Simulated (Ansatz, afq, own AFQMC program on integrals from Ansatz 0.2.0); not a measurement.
**Where AFQMC and coupled cluster stand for SiH₄F, doublet**

```xyz
6

Si   -1.0130    0.0000    0.0000
H    -1.5079    1.3997    0.0000
H    -1.5079   -0.6999    1.2122
H    -1.5079   -0.6999   -1.2122
H     0.6140    0.0000    0.0000
F     1.7050    0.0000    0.0000
```

Connectivity, by distances: SiH3 ··· F, 1 bridging H.

Basis cc-pVTZ. Noble-gas cores (and the filled d shells of Ga–Kr and In–Xe) are frozen. AFQMC by an in-house program on the Cholesky factors that Ansatz 0.2.0 writes for its CCSD(T) run. ph-AFQMC/CISD is guided by a CISD state made of CCSD amplitudes; releasing the constraint for a short imaginary time cuts its bias at the price of noise, slowly where states lie close. ± is one standard error of the sampling.

Determinant: UHF, the one that the program's search chose, which needn't be the lowest solution. The geometry is a point of a scan.

No full CI on the walks' own integrals is used here. The released AFQMC energy serves as the reference, which it does only where one determinant dominates, the energy is flat over the last release times and near the phaseless one (40 meV or 2 meV an electron, half that with transition metals). On small molecules, where full CI could be run and the noise was under 10 meV, such values lay within 10 meV of it in 19 cases of 20, a flattering rate, since the rule was set on those same cases; what remains of the bias isn't in the error bar.

Cautions: the released value is read at 0.99 1/Eh, later times being too noisy (meV from the phaseless value at times in 1/Eh: -19 ± 7 at 0.24, -23 ± 7 at 0.51, -25 ± 6 at 0.99, -30 ± 17 at 1.50).

```
T1 diagnostic                               : 0.0158
weight of the determinant in the CISD state : 0.872
⟨S²⟩ of the determinant                     : 0.770
size of the correlated space                : 15 electrons in 114 orbitals
```

| level | correlation energy (eV) |
| --- | --- |
| MP2 | -10.8914 |
| CCSD | -11.6783 |
| CCSD(T) | -12.0043 |

Question: Estimate where phaseless AFQMC with a CISD trial lies against CCSD(T) on the same integrals.

Answer: 21.5 ± 6.2 meV below CCSD(T).

Reference: AFQMC with the constraint released, correlation energy -12.051 ± 0.006 eV.

| level | E − E(reference) (meV) | share of correlation (%) |
| --- | --- | --- |
| CCSD(T) | 46.3 ± 6.4 | 99.62 |
| ph-AFQMC/CISD | 24.8 ± 8.9 | 99.79 |

A walk keeps the symmetry of its determinant, which the program's search chose and which needn't be the lowest solution, so a lower state of the same spin and another symmetry isn't excluded. Released energies are given only where the last usable release times agree within the noise; a slower fall can still hide under it.
